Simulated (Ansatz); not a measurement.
Energy needed to pull apart C₂H₄S, closed shell, into free ground-state atoms, from the structure below (displaced at random from a GFN2-xTB minimum); no zero-point or spin–orbit terms; open-shell atoms are treated unrestricted, in their ground-state multiplicity.

```
7
angstrom
C -0.6063 0.4510 -0.2415
C 0.7389 -0.3389 -0.0695
S 1.2016 -1.2324 1.3795
H -1.5284 -0.4420 -0.1384
H -0.5159 0.8446 -1.1203
H -0.6998 1.1141 0.8146
H 1.5024 -0.2627 -0.7447
```

Program: Ansatz 0.2.0. Basis: def2-TZVPP. Cores are frozen in the correlated methods.

```json
{"method": "PBE-D4", "atomization energy (kJ/mol)": "2516"}
{"method": "r2SCAN-D4", "atomization energy (kJ/mol)": "2447"}
{"method": "B97M-V", "atomization energy (kJ/mol)": "2445"}
{"method": "PBE0-D4", "atomization energy (kJ/mol)": "?"}
{"method": "HSE06-D4", "atomization energy (kJ/mol)": "2450"}
{"method": "wB97M-V", "atomization energy (kJ/mol)": "2440"}
{"method": "HF", "atomization energy (kJ/mol)": "1698"}
{"method": "MP2", "atomization energy (kJ/mol)": "?"}
{"method": "CCSD", "atomization energy (kJ/mol)": "2323"}
{"method": "CCSD(T)", "atomization energy (kJ/mol)": "2377"}
```

(1) What does PBE0-D4 give? (Judge from chemistry; the value comes from the calculation.)

(2) What does MP2 give? (To be estimated.)

The T1 diagnostic stays at or below 0.025. The restricted Hartree–Fock reference is unstable towards an unrestricted one here.

Results:

(1) The calculation gives: 2447 kJ/mol, which is about 70 kJ/mol more than CCSD(T)/def2-TZVPP.

(2) Computed: 2399 kJ/mol, which is about 22 kJ/mol more than CCSD(T)/def2-TZVPP.

In triple zeta the MP2 and coupled-cluster atomization energies are still short of their basis limit by a few kcal/mol a bond, whereas those of the functionals are nearly converged, so these differences are not deviations from converged CCSD(T).

For scale, one of the runs: CCSD(T)/def2-TZVPP forces, 160 basis functions (an equivalent command: `ansatz run in.yaml --threads 4`). Hardware: 4 CPU threads, shared host. Wall time 44 s; peak host memory 2.2 GiB.
